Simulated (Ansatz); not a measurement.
## Ansatz (development build ahead of 0.2.0) run

```yaml
crystal:
  periodic: [false, false, false]
  atoms:
    - { symbol: C, position_ang: [0.0, 0.0, 1.2] }
    - { symbol: C, position_ang: [0.0, 0.0, -1.2] }
    - { symbol: H, position_ang: [0.0, 0.0, 3.32] }
    - { symbol: H, position_ang: [0.0, 0.0, -3.32] }
basis:
  gaussian: { orbitals: pcseg-2 }
magnetization:
  spin_polarized: true
hamiltonian:
  xc: pbe
```

The input is written out in the form of the current development build from the run's settings.

Results

* Converged: yes
* Total energy: -76.67808 hartree
* Spin squared of the determinant: 2.157
* Stability test: minimum

Caution: the unrestricted determinant is a mixture of spin states.
